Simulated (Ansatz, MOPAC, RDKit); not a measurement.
System: dimethylacetylene, C4H6, charge 0, multiplicity 1. SMILES: CC#CC

Atoms: C1, C2, C3, C4, H5, H6, H7, H8, H9, H10. Bonds: C1-C2, C1-H5, C1-H6, C1-H7, C2-C3, C3-C4, C4-H8, C4-H9, C4-H10.

Bond lengths (Å) and angles (degrees) optimised at UFF with RDKit; AM1 with MOPAC; PM6 with MOPAC; PBE/6-31G* with Ansatz (a quantum-chemistry and plane-wave program), each started from the B3LYP-D3(BJ)/def2-TZVP structure (Ansatz) of the last column. A row stands for all coordinates that are equal there. 6-31G* holds six Cartesian d functions. No wavenumbers were computed at UFF, PBE/6-31G*, so these may be saddle points.

| coordinate | UFF | AM1 | PM6 | PBE/6-31G* | B3LYP-D3(BJ)/def2-TZVP |
|---|---|---|---|---|---|
| C1-C2 | 1.463 | 1.425 | 1.433 | 1.460 | 1.456 |
| C1-H5 | 1.109 | 1.121 | 1.104 | 1.105 | 1.092 |
| C2-C3 | 1.206 | 1.198 | 1.207 | 1.221 | 1.201 |
| C1-C2-C3 | 180.0 | 180.0 | 180.0 | 180.0 | 180.0 |
| C2-C1-H5 | 109.5 | 110.6 | 111.5 | 111.6 | 111.1 |
| H5-C1-H6 | 109.5 | 108.4 | 107.4 | 107.3 | 107.8 |

Mean signed difference of all 9 bond lengths from B3LYP-D3(BJ)/def2-TZVP: UFF 0.013 Å, AM1 0.012 Å, PM6 0.003 Å, PBE/6-31G* 0.012 Å.
